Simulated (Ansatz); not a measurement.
## Ge–CH2, singlet: vertical spin and charge gaps

Geometry (PBE0/def2-TZVP stationary point for this spin, not checked as a minimum):

```xyz
4

Ge    0.0000    0.0000    0.3030
C     0.0000    0.0000   -1.4834
H     0.0000   -0.9122   -2.0790
H     0.0000    0.9122   -2.0790
```

Basis cc-pVTZ; Ansatz 0.2.0. Only valence electrons are correlated (noble-gas cores and the filled d shells of p-block atoms frozen). R marks a restricted (for open shells ROHF) determinant, U an unrestricted one. Active spaces: valence = (10e, 10o) chosen from the atoms' valence shells. No spin–orbit coupling is included, and no scalar relativity.

Gaps are energies of the second state less the first, at fixed atoms, for a selection of the levels run; each method lands on the state that its own search finds for that charge and spin.

Unrestricted rows (U, and Kohn–Sham where it breaks symmetry) aren't spin-pure: their determinants' ⟨S²⟩ exceeds S(S+1) by up to 0.39, so they mix in states of higher spin. A value is left out where its run failed or describes another state than the reference as far as symmetry and spin tell, or, spin-broken singlets apart, can't be checked.

Removing an electron, to the doublet: 8.587 eV at UCCSDT(Q).

```
                   level  gap (eV)  error (meV)  ⟨S²⟩ where 0.1 over S(S+1) (first / second)
                     UHF     7.182        -1405                                     0.39 / –
                    UMP2     8.107         -480                                     0.39 / –
                 BCCD(T)     8.575          -12                                        – / –
  NEVPT2 (valence space)     8.366         -221                                        – / –
MRCISD+Q (valence space)     8.558          -29                                        – / –
                  r2SCAN     8.507          -80                                        – / –
                    PBE0     8.457         -130                                        – / –
                   B3LYP     8.541          -46                                        – / –
                 wB97M-V     8.438         -149                                        – / –
                  B2PLYP     8.507          -80                                        – / –
```

Triplet less singlet: 1.781 eV at UCCSDT(Q).

| level | gap (eV) | error (meV) | ⟨S²⟩ where 0.1 over S(S+1) (first / second) |
| --- | --- | --- | --- |
| UHF | 0.736 | -1045 | 0.39 / – |
| UMP2 | 1.367 | -414 | 0.39 / – |
| UCCSD | 1.605 | -176 | 0.39 / – |
| UCCSD(T) | 1.739 | -42 | 0.39 / – |
| BCCD(T) | 1.777 | -4 | – / – |
| UCCSDT | 1.758 | -23 | 0.39 / – |
| CASSCF (valence space) | 1.897 | 116 | – / – |
| NEVPT2 (valence space) | 1.764 | -17 | – / – |
| MRCISD (valence space) | 1.789 | 8 | – / – |
| MRCISD+Q (valence space) | 1.764 | -17 | – / – |
| PBE | 1.758 | -23 | – / – |
| r2SCAN | 1.504 | -277 | – / – |
| PBE0 | 1.541 | -240 | – / – |
| B3LYP | 1.668 | -113 | – / – |
| wB97M-V | 1.667 | -114 | – / – |
| B2PLYP | 1.731 | -50 | – / – |
| RPA-PBE | 1.711 | -70 | – / – |

Functionals correlate the shells that the reference freezes, so part of their error here is the reference's.

Full CI isn't at hand for all of this; UCCSDT(Q) serves as the reference, and is uncertain by about the last step of the cluster series. The frozen core follows each run's orbitals, which can shift R against U totals by a few meV for light atoms and by up to 0.1 eV past Ca.
